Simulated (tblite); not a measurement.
# CClF4: the cost of one run

Computed with tblite 0.8.0 and PySCF 2.14.0; each step states its level. No surroundings beyond the atoms listed, unless a continuum is named. Atoms count from 0, parts from 1.

### 1 The system as given

6 atoms, charge -1, multiplicity 1; geometry: rigid parts in contact. Parts: 1 = atoms 0–4, `FC(F)(F)Cl`, charge 0; 2 = atom 5, `[F-]`, charge -1.

### 2 Docking the parts with GFN2-xTB

What the job is given:

```
{"job": {"kind": "dock", "xc": "GFN2-xTB", "basis": "xTB"}, "charge": -1, "multiplicity": 1, "parts": [{"atoms": "0-4", "charge": 0, "multiplicity": 1}, {"atoms": "5-5", "charge": -1, "multiplicity": 1}]}
F     -0.598229     0.055266     1.209796
C     -0.074354     0.003350    -0.003451
F     -0.462638     1.078813    -0.668040
F     -0.561229    -1.061043    -0.619096
Cl     1.696450    -0.076385     0.080790
F      1.770985    -1.503207    -2.101494
```

With the program's defaults for keys left out, this is: GFN2-xTB search for minima from random contacts, gas phase.

Run with:

```console
OMP_NUM_THREADS=1 python cluster_run.py task.json out
```

This one command runs all jobs of the session in turn.

**Question.** How long does this first job take on 1 thread of AMD EPYC 7R43, shared host?

About 20 s.
